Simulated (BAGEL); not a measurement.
# HF/def2-SVP (density fitting with qzvpp-jkfit) run of C3H4FS− (SMILES C=C(F)C[S-])

Aim: the energy change on altering one bond length of C3H4FS− at HF/def2-SVP (density fitting with qzvpp-jkfit), from 2 runs. 

Program for the calculation: BAGEL 1.2.2.

4 further runs of the same task are left out: 1 that didn't finish, 3 set aside as unsound or not needed.

### 1 The system as given

C3H4FS−: 9 atoms, total charge -1, spin state singlet. As SMILES, `C=C(F)C[S-]`. Geometry: relaxed at GFN2-xTB. This is one conformer, not always the lowest.

Bond lengths: C1–C2 1.329 Å, C2–F3 1.371 Å, C2–C4 1.475 Å, C4–S5 1.826 Å, C1–H6 1.076 Å, C1–H7 1.073 Å, C4–H8 1.096 Å, C4–H9 1.095 Å. Some angles: C1–C2–F3 117.3°, C1–C2–C4 128.2°, F3–C2–C4 114.5°, C2–C4–S5 107.2°, C2–C1–H6 121.6°, C2–C1–H7 120.1°, C2–C4–H8 110.8°, C2–C4–H9 110.9°, S5–C4–H8 108.9°, S5–C4–H9 109.3°.

### 2 A single-point energy at HF/def2-SVP (density fitting with qzvpp-jkfit)

File input.json:

```json
{ "bagel" : [

{
  "title" : "molecule",
  "basis" : "svp",
  "df_basis" : "qzvpp-jkfit",
  "angstrom" : "true",
  "geometry" : [
    { "atom" : "C", "xyz" : [      -0.453640,       0.876150,       1.016400 ] },
    { "atom" : "C", "xyz" : [       0.392500,       0.151550,       0.292280 ] },
    { "atom" : "F", "xyz" : [       1.731720,       0.370290,       0.485440 ] },
    { "atom" : "C", "xyz" : [       0.080600,      -0.860230,      -0.735060 ] },
    { "atom" : "S", "xyz" : [      -0.235990,       0.035190,      -2.294430 ] },
    { "atom" : "H", "xyz" : [      -0.109650,       1.652990,       1.677140 ] },
    { "atom" : "H", "xyz" : [      -1.512120,       0.747300,       0.896780 ] },
    { "atom" : "H", "xyz" : [      -0.816270,      -1.427690,      -0.462260 ] },
    { "atom" : "H", "xyz" : [       0.922860,      -1.545540,      -0.876290 ] }
  ]
},

{ "title" : "hf", "charge" : -1 },

{ "title" : "print", "file" : "orbitals.molden", "orbitals" : "true" }

]}
```

Run with:

```
$ BAGEL_NUM_THREADS=1 BAGEL input.json > input.out
```

What it wrote:

```text
* using 1 threads per process

  ===============================================================
  ===============================================================

  *** Geometry ***

  { "atom" : "C", "xyz" : [     -0.857255,      1.655684,      1.920718 ] },
  { "atom" : "C", "xyz" : [      0.741718,      0.286388,      0.552329 ] },
  { "atom" : "F", "xyz" : [      3.272477,      0.699747,      0.917349 ] },
  { "atom" : "C", "xyz" : [      0.152312,     -1.625599,     -1.389062 ] },
  { "atom" : "S", "xyz" : [     -0.445956,      0.066499,     -4.335844 ] },
  { "atom" : "H", "xyz" : [     -0.207208,      3.123698,      3.169335 ] },
  { "atom" : "H", "xyz" : [     -2.857493,      1.412192,      1.694669 ] },
  { "atom" : "H", "xyz" : [     -1.542527,     -2.697943,     -0.873545 ] },
  { "atom" : "H", "xyz" : [      1.743953,     -2.920647,     -1.655948 ] },

  Number of auxiliary basis functions:      502

  Since a DF basis is specified, we compute 2- and 3-index integrals:
    o Being stored without compression. Storage requirement is 0.035 GB

  Number of basis functions:       94
  Number of electrons      :       47

    * METHOD: MOLECULE                             0.24

  *** RHF ***

  === Nuclear Repulsion ===
   205.1192485710

      * DIIS with orbital gradients will be used.

  === RHF iteration (svp) ===
      0       -612.39680183          0.01402112           0.09
      1       -612.54191655          0.00649226           0.09
      2       -612.56766650          0.00159503           0.09
      3       -612.56964563          0.00054271           0.09
      4       -612.56985804          0.00009685           0.09
      5       -612.56987437          0.00004115           0.09
      6       -612.56987736          0.00001653           0.09
      7       -612.56987798          0.00000608           0.09
      8       -612.56987806          0.00000234           0.09
      9       -612.56987807          0.00000124           0.09
     10       -612.56987807          0.00000047           0.09
     11       -612.56987807          0.00000019           0.09
     12       -612.56987807          0.00000007           0.09
     13       -612.56987807          0.00000003           0.09
     14       -612.56987807          0.00000001           0.09
     15       -612.56987807          0.00000001           0.09
    * SCF iteration converged.

    * Permanent dipole moment:
           (   -0.235860,     0.261538,    -2.054718) a.u.

    * METHOD: HF                                   1.61

    * METHOD: PRINT                                0.01

  ===============================================================
```

Run time: 2 s. Hardware: 1 thread of Arm Neoverse V2, shared host; peak memory 0.14 GiB.

### 3 The distorted shape

File calc.json:

```json
{ "bagel" : [

{
  "title" : "molecule",
  "basis" : "svp",
  "df_basis" : "qzvpp-jkfit",
  "angstrom" : "true",
  "geometry" : [
    { "atom" : "C", "xyz" : [   -0.358658,    0.607511,    1.484233 ] },
    { "atom" : "C", "xyz" : [    0.487482,   -0.117089,    0.760113 ] },
    { "atom" : "F", "xyz" : [    1.826702,    0.101651,    0.953273 ] },
    { "atom" : "C", "xyz" : [    0.175582,   -1.128869,   -0.267227 ] },
    { "atom" : "S", "xyz" : [   -0.235990,    0.035190,   -2.294430 ] },
    { "atom" : "H", "xyz" : [   -0.014668,    1.384351,    2.144973 ] },
    { "atom" : "H", "xyz" : [   -1.417138,    0.478661,    1.364613 ] },
    { "atom" : "H", "xyz" : [   -0.721288,   -1.696329,    0.005573 ] },
    { "atom" : "H", "xyz" : [    1.017842,   -1.814179,   -0.408457 ] }
  ]
},
{ "title" : "hf", "charge" : -1 },
{ "title" : "print", "file" : "orbitals.molden", "orbitals" : "true" }

]}
```

Run with:

```
$ BAGEL_NUM_THREADS=1 BAGEL calc.json > calc.out
```

What it wrote:

```text
* using 1 threads per process

  ===============================================================
  ===============================================================

  *** Geometry ***

  { "atom" : "C", "xyz" : [     -0.677765,      1.148029,      2.804794 ] },
  { "atom" : "C", "xyz" : [      0.921207,     -0.221266,      1.436405 ] },
  { "atom" : "F", "xyz" : [      3.451966,      0.192093,      1.801425 ] },
  { "atom" : "C", "xyz" : [      0.331802,     -2.133253,     -0.504986 ] },
  { "atom" : "S", "xyz" : [     -0.445956,      0.066499,     -4.335844 ] },
  { "atom" : "H", "xyz" : [     -0.027719,      2.616044,      4.053412 ] },
  { "atom" : "H", "xyz" : [     -2.678003,      0.904538,      2.578745 ] },
  { "atom" : "H", "xyz" : [     -1.363037,     -3.205597,      0.010531 ] },
  { "atom" : "H", "xyz" : [      1.923443,     -3.428301,     -0.771872 ] },

  Number of auxiliary basis functions:      502

  Since a DF basis is specified, we compute 2- and 3-index integrals:
    o Being stored without compression. Storage requirement is 0.035 GB

  Number of basis functions:       94
  Number of electrons      :       47

    * METHOD: MOLECULE                             0.24

  *** RHF ***

  === Nuclear Repulsion ===
   190.1928497637

      * DIIS with orbital gradients will be used.

  === RHF iteration (svp) ===
      0       -612.34737814          0.01392290           0.09
      1       -612.49571152          0.00669748           0.09
      2       -612.52360734          0.00177378           0.09
      3       -612.52614206          0.00058377           0.09
      4       -612.52641151          0.00011662           0.09
      5       -612.52644202          0.00006611           0.09
      6       -612.52644827          0.00002570           0.09
      7       -612.52644999          0.00000848           0.09
      8       -612.52645024          0.00000499           0.09
      9       -612.52645034          0.00000308           0.09
     10       -612.52645040          0.00000179           0.09
     11       -612.52645042          0.00000099           0.09
     12       -612.52645042          0.00000051           0.09
     13       -612.52645043          0.00000023           0.09
     14       -612.52645043          0.00000009           0.09
     15       -612.52645043          0.00000005           0.09
     16       -612.52645043          0.00000002           0.09
     17       -612.52645043          0.00000001           0.09
     18       -612.52645043          0.00000001           0.09
    * SCF iteration converged.

    * Permanent dipole moment:
           (   -0.220199,     0.251805,    -2.028021) a.u.

    * METHOD: HF                                   1.83

    * METHOD: PRINT                                0.01

  ===============================================================
```

Wall time 2.2 s (1 thread of Arm Neoverse V2, shared host); peak memory 0.14 GiB.

### 4 What came out

At HF/def2-SVP (density fitting with qzvpp-jkfit):

| quantity | value |
| --- | --- |
| first shape: total energy | -612.56988 Eh |
| first shape: HOMO energy | -1.92 eV |
| first shape: LUMO energy | 9.13 eV |
| first shape: HOMO–LUMO gap (to an unbound level, set by the basis) | 11.05 eV |
| distorted shape: total energy | -612.52645 Eh |
| distorted shape: HOMO energy | -2.64 eV |
| distorted shape: LUMO energy | 7.62 eV |
| distorted shape: HOMO–LUMO gap (to an unbound level, set by the basis) | 10.25 eV |
| energy change with the C4–S5 bond stretched from 1.826 to 2.374 Å | 1.182 eV |

With the C4–S5 bond stretched from 1.826 to 2.374 Å the energy rises by 1.18 eV (114 kJ/mol). The first shape isn't relaxed at this level, so the change isn't measured from a minimum.
